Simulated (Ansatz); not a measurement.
Two shapes of singlet H3O(+).

Shape 1:

```xyz
4

O     0.0307    0.0196    0.0403
H     0.8961    0.0111   -0.2122
H    -0.4661    0.8628   -0.2170
H    -0.4427   -0.8088   -0.2387
```

Shape 2:

```xyz
4

O     0.0000    0.0000    0.0804
H     1.0184    0.0000   -0.2145
H    -0.5092    0.8819   -0.2145
H    -0.5092   -0.8819   -0.2145
```

Basis set: cc-pVDZ (spherical functions). Left uncorrelated: 1 orbital. Charge 1, multiplicity 1.

Computed with Ansatz (development build ahead of 0.2.0); each method stands on the lowest determinant of its kind that the runs found.

**Question.** Which shape is lower in energy, and by how much in each method?

**Answer.**

| method | E(2) − E(1) (eV) |
| --- | --- |
| RHF | 0.388 |
| RHF-MP2 | 0.150 |

Shape 1 is lower.
